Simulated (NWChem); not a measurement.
fluoromethane (CH3F); SMILES CF

Program: NWChem. Pople sets run with spherical d functions. B3LYP is NWChem's, with the RPA form of VWN correlation. Each level has its own optimisation; frequencies are unscaled.

| level | r C–F (Å) | r C–H (Å) | highest harmonic frequency (cm⁻¹) | lowest (cm⁻¹) | zero-point energy (kcal/mol) | dipole (D) |
|---|---|---|---|---|---|---|
| Hartree-Fock/STO-3G | 1.384 | 1.097 | 3684 | 1329 | 29.0 | 1.15 |
| Hartree-Fock/3-21G | 1.404 | 1.079 | 3294 | 1141 | 26.5 | 2.34 |
| Hartree-Fock/6-31G* | 1.365 | 1.082 | 3314 | 1185 | 26.6 | 1.99 |
| B3LYP/6-31G* | 1.382 | 1.096 | 3112 | 1092 | 24.8 | 1.71 |
| LDA (Slater exchange, VWN5)/def2-SVP | 1.355 | 1.115 | 3014 | 1150 | 23.7 | 1.59 |
| PBE/def2-SVP | 1.377 | 1.113 | 3024 | 1085 | 23.8 | 1.61 |
| BLYP/def2-SVP | 1.387 | 1.113 | 2997 | 1051 | 23.7 | 1.63 |
| PBE0/def2-SVP | 1.363 | 1.103 | 3138 | 1141 | 24.7 | 1.74 |
